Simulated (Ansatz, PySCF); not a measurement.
Breaking a bond: SMILES CCO (C₂H₆O), singlet. The C1–C5 bond (C1 also carries H, H, H; C5 carries H, H, O) is varied alone, starting from the PBE0/def2-TZVP optimised geometry.

Levels of theory: RKS-PBE = restricted PBE/cc-pVDZ in Ansatz (a first-principles code); RKS-wB97X-V = restricted wB97X-V/cc-pVDZ run with PySCF; RKS-B3LYP = restricted B3LYP/cc-pVDZ (PySCF); UCCSD(T) = CCSD(T) on UHF/cc-pVDZ, 3 core orbitals frozen (PySCF).

Energies relative to the lowest point of each curve near equilibrium, in eV:

| R / Å | RKS-PBE | RKS-wB97X-V | RKS-B3LYP |
|---|---|---|---|
| 1.21 | 2.527 | 2.600 | 2.527 |
| 1.37 | 0.449 | 0.451 | 0.442 |
| 1.51 | 0.000 | 0.000 | 0.000 |
| 1.59 | 0.039 | 0.055 | 0.046 |
| 1.65 | 0.151 | 0.187 | 0.165 |
| 1.77 | 0.503 | 0.593 | 0.535 |
| 1.87 | 0.864 | 1.010 | 0.913 |
| 2.06 | 1.588 | 1.860 | 1.677 |
| 3.05 | 4.255 | 5.304 | 4.576 |
| 3.30 | 4.617 | 5.866 | 4.993 |
| 4.10 | 5.312 | 7.165 | 5.838 |
| 5.28 | 5.670 | 8.119 | 6.327 |

### Question
Predict the corresponding UCCSD(T) column.

### Answer
1.21: 2.730; 1.37: 0.493; 1.51: 0.001; 1.59: 0.040; 1.65: 0.160; 1.77: 0.541; 1.87: 0.931; 2.06: 1.708; 3.05: 4.293; 3.30: 4.401; 4.10: 4.479; 5.28: 4.493 (eV).

The restricted form behind RKS-PBE, RKS-wB97X-V, RKS-B3LYP keeps the bonding electrons paired and can't separate into open-shell fragments. At the longest distance RKS-wB97X-V leaves fractional charges on the fragments, a sign of delocalisation error or of the restricted form. The unrestricted determinant behind UCCSD(T) is spin-contaminated at 2.29 to 5.28 Å (<S²> up to 1.0, against 0.00 for a pure singlet).
